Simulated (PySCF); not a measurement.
A geometry optimisation on `C[SiH3]`.

Computed with PBE0-D3(BJ)/def2-SVP geometry optimisation, gas phase (PySCF 2.14.0). Start geometry: GFN2-xTB. The command runs a driver script over a list of jobs; the input below is this job's line of settings and its coordinates in Å.

Command:
```bash
OMP_NUM_THREADS=1 python probes_run.py task.json out
```

Input:
```
{"job": {"xc": "PBE0", "basis": "def2-SVP", "d3": "d3bj", "grid": 1, "shake": 0.01, "kind": "geom"}, "charge": 0, "multiplicity": 1}
C     -0.954740    -0.140540     0.020190
Si     0.901140     0.103810    -0.023190
H     -1.459340     0.559510     0.720020
H     -1.214380    -1.125660     0.296790
H     -1.417750     0.075620    -0.968610
H      1.223810     1.487580    -0.415280
H      1.503220    -0.825460    -0.986890
H      1.473170    -0.153990     1.304500
```

Output:
```
step   0  E = -330.90476489  max force = 0.038271
step   1  E = -330.90667066  max force = 0.011527
step   2  E = -330.90708383  max force = 0.002706
step   3  E = -330.90718998  max force = 0.001677
step   4  E = -330.90723083  max force = 0.001280
step   5  E = -330.90725207  max force = 0.000586
step   6  E = -330.90727743  max force = 0.001156
step   7  E = -330.90730505  max force = 0.001596
step   8  E = -330.90732042  max force = 0.001095
step   9  E = -330.90732385  max force = 0.000306
optimisation converged
```

Energies in Eh; «max force» is the largest Cartesian gradient component in Eh/bohr.

How much energy does the optimisation release, in eV?

E(step 0) − E(last step) = 0.002559 Eh, which is 0.070 eV.

Give the first gradient maximum in eV/Å.

With 1 Eh/bohr = 51.422 eV/Å, 1.968 eV/Å.

Main results: final energy -330.90732 Eh after 9 steps; dipole 0.80 D.

On one thread, Arm Neoverse N1 (aarch64), no GPU, on a shared host, this took 15 s wall and 0.29 GiB of memory at its peak.
Labels such as C1 count atoms from 1, the log's own numbers from 0.
